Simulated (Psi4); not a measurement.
Psi4 input (wB97X-D/6-31G*):

```
memory 1500 MB

molecule {
0 2
C     0.86960503    1.66518517   -0.12267063
C     0.10658209    0.63012540    0.03870510
C    -0.68708286   -0.44387260    0.20689303
C    -0.34283198   -1.75679535   -0.09043260
H     1.53637185    2.01545253    0.66246752
H     0.88059896    2.23165153   -1.05148823
H    -1.67916485   -0.25344235    0.61049230
H     0.62962337   -2.00162375   -0.49338437
H    -1.04506298   -2.55989368    0.07694336
symmetry c1
no_reorient
no_com
}

set {
  basis 6-31G*
  reference uks
  scf_type pk
  dft_radial_points 99
  dft_spherical_points 590
  e_convergence 1e-8
  d_convergence 1e-7
  maxiter 150
}

e = energy('wb97x-d')
print_out(f'\nFINAL {e:.10f} DIPOLE {variable("CURRENT DIPOLE")[0]:.6f} {variable("CURRENT DIPOLE")[1]:.6f} {variable("CURRENT DIPOLE")[2]:.6f}\n')
```

What final total energy does it give?

-155.26243 Eh.
